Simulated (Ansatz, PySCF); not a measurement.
Process, species as SMILES: c1ccccc1 → c1ccccc1 as doublet, charge +1 + e-

Property: adiabatic ionisation energy (0 K, with zero-point energies), in eV. Terms: frozen cores in correlated levels; open shells spin-unrestricted; no dispersion term unless named; spin-orbit terms left out; LANL2DZ all-electron up to Ne; 6-31G* and kin with 6d, 5d where marked; 6-311+G** with 5d; non-relativistic. Ab initio and DFT rows: single points at B3LYP-D3(BJ) geometries (Ansatz, a program for electronic structure), with unscaled harmonic terms from B3LYP/6-31G* at its own minima. A UHF reference is markedly spin-contaminated in at least one set, which strains HF and MP2. The Hartree-Fock reference of c1ccccc1 is unstable towards a lower, spin-broken solution.

Measured values: CCCBDB table in ASE; they hold spin-orbit and core effects. 

Value to compare with, the measured value: 9.24 eV.

```csv
level,program,"adiabatic ionisation energy (0 K, with zero-point energies) (eV)",error
HF/3-21G,Ansatz,7.91,-1.33
HF/LANL2DZ,Ansatz,7.90,-1.34
PBE/STO-3G,Ansatz,7.70,-1.54
PBE/def2-SVP,Ansatz,9.04,-0.20
BP86/def2-SVP,PySCF,9.10,-0.14
B3LYP/6-31G,Ansatz,8.86,-0.38
B3LYP/6-31G*,Ansatz,8.79,-0.45
PBE0/6-311+G**,Ansatz,9.07,-0.17
M06-2X/6-311+G**,PySCF,9.21,-0.03
MP2/STO-3G,Ansatz,7.02,-2.22
wB97M-V/def2-TZVPD,Ansatz,9.08,-0.16
```

Among the 10 habitual levels, MP2/STO-3G lies farthest from the measured value (-2.22 eV) and M06-2X/6-311+G** nearest (-0.03); 0 of 10 lie above it, and their mean absolute error is 0.78 eV, the median 0.42. One case shows no general order.

The levels are drawn from those run, B3LYP/6-31G* more often than the rest, none by its result; runs whose electronic state is in doubt are left out.
